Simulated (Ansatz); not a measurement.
Two shapes of singlet C3H6.

Shape 1:

```xyz
9

C     0.8718    0.0000    0.0000
C    -0.4359    0.7550    0.0000
C    -0.4359   -0.7550    0.0000
H     1.5125    0.0000    0.8818
H     1.5125    0.0000   -0.8818
H    -0.7562    1.3098   -0.8818
H    -0.7562    1.3098    0.8818
H    -0.7562   -1.3098    0.8818
H    -0.7562   -1.3098   -0.8818
```

Shape 2:

```xyz
9

C     0.8657    0.0000    0.0000
C    -0.4329    0.7497    0.0000
C    -0.4329   -0.7497    0.0000
H     1.4622    0.0000    0.9165
H     1.4622    0.0000   -0.9165
H    -0.7311    1.2663   -0.9165
H    -0.7311    1.2663    0.9165
H    -0.7311   -1.2663    0.9165
H    -0.7311   -1.2663   -0.9165
```

Basis set: 6-31G* (spherical functions). Correlated methods keep 3 orbitals frozen. Charge 0, multiplicity 1.

Computed with Ansatz (development build ahead of 0.2.0); each method stands on the lowest determinant of its kind that the runs found.

(1) Which shape is lower in energy, and by how much in each method?

Answers

(1)

| method | E(2) − E(1) (eV) |
| --- | --- |
| RHF | -0.087 |
| RHF-MP2 | -0.086 |

Shape 2 is lower.
